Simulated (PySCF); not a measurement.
**(3Z)-3-penten-1-ol (SMILES C/C=C\CCO)**

Cartesian coordinates in Å; atom numbers follow the order of the lines, from 1:
```xyz
16

C     1.102    0.379   -2.000
C     1.680   -0.172   -0.736
C     1.096   -1.033    0.112
C    -0.295   -1.582    0.007
C    -1.290   -0.733    0.802
O    -1.335    0.590    0.353
H     1.634   -0.018   -2.881
H     0.032    0.159   -2.107
H     1.220    1.474   -2.037
H     2.702    0.150   -0.500
H     1.667   -1.332    0.999
H    -0.626   -1.617   -1.042
H    -0.320   -2.616    0.389
H    -2.305   -1.147    0.688
H    -1.040   -0.790    1.882
H    -0.429    0.924    0.382
```

Computed, not measured: quadratic response CAM-B3LYP/def2-TZVPD first hyperpolarisability, Taylor convention, gas phase (PySCF). Geometry: PBE0-D3(BJ)/def2-SVP.

Question: Give the tensor of the second harmonic β(−2ω;ω,ω) at 1064 nm in the axes of these coordinates.

Answer: In au, Taylor convention; rows are the first index (the induced dipole):
```tsv
	xx	yy	zz	xy	xz	yz
x	-23.2	-6.7	-13.4	+14.7	-4.5	+5.1
y	+15.0	+42.6	+15.7	-7.6	+5.3	-30.2
z	-4.6	-30.5	-50.4	+4.9	-15.2	+15.2
```
Norm of βᵢ = ⅓ Σⱼ (βᵢⱼⱼ + βⱼᵢⱼ + βⱼⱼᵢ): 120.8 au, hyper-Rayleigh value 45.4 au.
